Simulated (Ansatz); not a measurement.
Molecule: CS₂, net charge 0, singlet state. SMILES: C(=S)=S
Coordinates optimised at B3LYP-D3(BJ)/def2-TZVP (Ansatz, a first-principles code):
```xyz
3

S      0.0000     0.0000    -1.5527
C      0.0000     0.0000     0.0000
S      0.0000     0.0000     1.5527
```

Parts of the frozen-core correlation energy in STO-3G (Ansatz, hartree). Frozen orbitals: 11; correlated occupied orbitals by spin: 8 and 8; virtual: 4 and 4. Spin-orbit coupling is left out. No relativistic terms. The program attaches cautions to this run: large difference.

```csv
term,value
reference (HF),-823.72290
MP2 opposite-spin,-0.12317
MP2 same-spin,?
CCSD correlation,?
(T),?
FCI minus CCSD(T),-0.00131
T1 diagnostic,0.019
largest doubles amplitude,0.093
```

What belongs in the gaps?


- MP2 same-spin, value: -0.04734
- CCSD correlation, value: -0.16344
- (T), value: -0.01531
